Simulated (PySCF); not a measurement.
## Working with the constants of Li₂⁺

UHF-CCSD(T) constants of Li₂⁺, ²Σg⁺ (doublet), unpaired electrons σ ↑ (Li cc-pVTZ; no relativity (PySCF 2.14); masses 7.0160 and 7.0160 u):

* ωe: 260.3 cm⁻¹
* ωexe: 1.48 cm⁻¹
* Be: 0.49877 cm⁻¹
* αe: 0.00514 cm⁻¹
* D (centrifugal): 7.33e-06 cm⁻¹
* De to Li⁺ + Li: 1.30 eV

(1) Give the vibrational terms G(v) and spacings up to v = 6.

(2) How well does the Morse estimate ωe²/(4ωexe) reproduce De, and what is D0?

Correlated steps freeze no core orbitals. The state was picked by a PBE0 search and need not be the measured ground state.

Answers

(1) G(v) = ωe(v+½) − ωexe(v+½)².

```tsv
v	G(v) (cm⁻¹)	G(v) − G(v−1)	Bv (cm⁻¹)
0	129.8		0.4962
1	387.1	257.3	0.4911
2	641.5	254.4	0.4859
3	892.9	251.4	0.4808
4	1141.4	248.5	0.4756
5	1386.9	245.5	0.4705
6	1629.4	242.5	0.4654
```

(2) It gives 1.42 eV, 109 % of the computed De. D0 = De − G(0) = 1.30 − 0.02 = 1.28 eV.
